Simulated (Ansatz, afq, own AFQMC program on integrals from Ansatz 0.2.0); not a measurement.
Where AFQMC and coupled cluster stand for BH4, doublet

| atom | x (Å) | y (Å) | z (Å) |
| --- | --- | --- | --- |
| B | 0.0000 | 0.0000 | 0.0000 |
| H | 0.7141 | 1.3991 | 1.3959 |
| H | -0.7307 | -1.3908 | 1.3956 |
| H | -0.7109 | 1.3925 | -1.4042 |
| H | 0.7275 | -1.4008 | -1.3874 |

Basis 6-31G. Only valence electrons are correlated. Ansatz 0.2.0 and our own AFQMC program on the same integrals; the CISD trial comes from CCSD amplitudes, and released means the phaseless constraint is let go. ± is one standard error of the sampling.

Determinant: ROHF, the one that the program's search chose, which needn't be the lowest solution. The geometry is a point of a scan.

Full CI on the same integrals is exact in this basis and with this determinant's frozen core.

Cautions: a spin-contaminated unrestricted determinant lies lower (UHF 2.70 eV lower, ⟨S²⟩ 2.19); the search met a lower determinant of the same kind, perhaps of another symmetry (550 meV lower), and this one is a saddle point; strong correlation (T1 0.057, weight of the determinant 0.69, largest double 0.21); (T) is large, 7 % of the CCSD correlation; CCSD(T) is in doubt: in a space of 7 electrons in 8 natural orbitals full CI lies 139 meV below it; the released energies are still falling, so no released level is given (meV from the phaseless value at times in 1/Eh: -17 ± 8 at 0.24, -36 ± 8 at 0.51, -75 ± 6 at 0.99, -101 ± 6 at 1.62, -136 ± 6 at 2.40).

```
T1 diagnostic                               : 0.0570
weight of the determinant in the CISD state : 0.694
size of the correlated space                : 7 electrons in 16 orbitals
```

```tsv
level	correlation energy (eV)
MP2	-3.2089
CCSD	-5.2198
CCSD(T)	-5.5954
```

(1) Estimate where phaseless AFQMC with a CISD trial lies against CCSD(T) on the same integrals.

(1) 10.0 ± 0.8 kJ/mol above CCSD(T).

Reference: full CI, correlation energy -5.727 eV. The cautions show a poor starting determinant, so the rows tell how each method copes with it here, and full CI is the sure value.

```
        level  E − E(reference) (kJ/mol)  share of correlation (%)
      CCSD(T)                       12.7                     97.70
        CCSDT                        1.8                     99.68
     CCSDT(Q)                        0.3                     99.95
       CCSDTQ                       -0.3                    100.06
  ph-AFQMC/HF                122.6 ± 3.0                     77.81
ph-AFQMC/CISD                 22.7 ± 0.8                     95.90
```

CCSDT and higher add their correlation energy to the determinant of the CCSD(T) run, since their own runs factorise the integrals more tightly (a shift of under 2 meV). A walk keeps the symmetry of its determinant, which the program's search chose and which needn't be the lowest solution, so a lower state of the same spin and another symmetry isn't excluded.
